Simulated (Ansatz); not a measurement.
**One elementary step**

Start structure (SiNH$_{7}$, singlet), relaxed at PBE0-D4/def2-TZVP:

```xyz
9
angstrom
Si 0.3150 -0.2485 1.3915
H 1.3807 -0.8849 0.5807
H 0.6403 -0.5040 2.8272
H -1.0108 -0.8575 1.1274
H 0.2889 1.2220 1.2030
H 0.4552 0.6414 -2.0153
N -0.3429 0.2700 -1.5146
H -1.0972 0.9390 -1.6107
H -0.6292 -0.5775 -1.9892
```

The step: SiH₄ + NH₃ → SiNH₅ ([NH2][SiH3]) + H₂; bonds formed: Si1–N7, H2–H6; bonds broken: Si1–H2, H6–N7. Program: Ansatz 0.2.0. Basis: def2-TZVPP and def2-QZVPP. Cores are frozen in the correlated methods. Extrapolation: Hartree–Fock as exp(−7.88 √X), correlation as X^−2.97. Energies below are by CCSD(T) at an estimated basis limit (MP2 extrapolated from triple and quadruple zeta, plus CCSD(T) − MP2 in triple zeta).

(1) What are the electronic barrier and the energy of the step, from the start structure to the end structure? (To be estimated.)

The T1 diagnostic stays at or below 0.012.

## Answers

(1) Computed: Barrier 47.03 kcal/mol; step energy -3.43 kcal/mol (downhill); reverse barrier, their difference, 50.47 kcal/mol. Barrier and step energy count from the start structure, the reverse barrier from the end structure.

The saddle point: One imaginary mode of 1359i cm⁻¹.
| pair | start (Å) | saddle (Å) | end (Å) |
| --- | --- | --- | --- |
| Si1–N7 | 3.02 | 1.88 | 1.72 |
| H2–H6 | 3.15 | 1.17 | 0.75 |
| Si1–H2 | 1.48 | 1.87 | 4.23 |
| H6–N7 | 1.01 | 1.19 | 2.72 |

Zero-point energy (harmonic, PBE0-D4): ZPE is 42.65 kcal/mol at the start and 40.36 kcal/mol at the saddle, so the barrier goes from 47.03 to 44.74 kcal/mol.

Labels in which every atom is bracketed show which atoms are joined, not bond orders.

For scale, one of the runs: CCSD(T)/def2-TZVPP, 171 basis functions, launched by `ansatz run in.yaml --threads 2 --pin off --events-out ev --progress --plain --max-ram 4352MiB`. Hardware: 2 CPU threads of an Intel Xeon 6975P-C, shared host. Wall time 7.5 s; peak host memory 1.6 GiB.
